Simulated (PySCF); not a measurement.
C2H7N, SMILES CNC.

The structure is a stationary point at B3LYP-D3(BJ)/def2-TZVP.

Method: B3LYP-D3(BJ)/def2-TZVP (PySCF).

No scaling factor is applied to the harmonic values.

| mode | ν (cm⁻¹) | IR (km/mol) | moving atoms (share of kinetic energy) |
|---|---|---|---|
| 1 | 234 | 0.1 | H 97 % |
| 2 | 264 | 2.6 | H 82 %, N 13 % |
| 3 | 386 | 6.3 | H 42 %, C 35 %, N 23 % |
| 4 | 768 | 119.0 | H 76 %, N 15 %, C 9 % |
| 5 | 943 | 3.3 | C 44 %, H 40 %, N 16 % |
| 6 | 1037 | 8.0 | H 83 %, C 15 % |
| 7 | 1102 | 0.0 | H 75 %, C 22 % |
| 8 | 1170 | 33.0 | N 45 %, C 33 %, H 22 % |
| 9 | 1187 | 8.1 | H 66 %, C 21 %, N 13 % |
| 10 | 1269 | 0.1 | H 55 %, C 25 %, N 20 % |
| 11 | 1444 | 1.8 | H 86 %, C 13 % |
| 12 | 1470 | 1.2 | H 84 %, C 16 % |
| 13 | 1476 | 6.0 | H 88 %, C 9 % |
| 14 | 1487 | 2.7 | H 92 % |
| 15 | 1495 | 11.4 | H 94 % |
| 16 | 1518 | 2.5 | H 97 % |
| 17 | 1518 | 13.0 | H 94 % |
| 18 | 2925 | 46.5 | H 94 % |
| 19 | 2929 | 164.2 | H 94 % |
| 20 | 3047 | 50.3 | H 94 % |
| 21 | 3047 | 24.8 | H 93 % |
| 22 | 3095 | 28.7 | H 91 %, C 9 % |
| 23 | 3095 | 34.2 | H 91 %, C 9 % |
| 24 | 3515 | 0.1 | H 93 % |
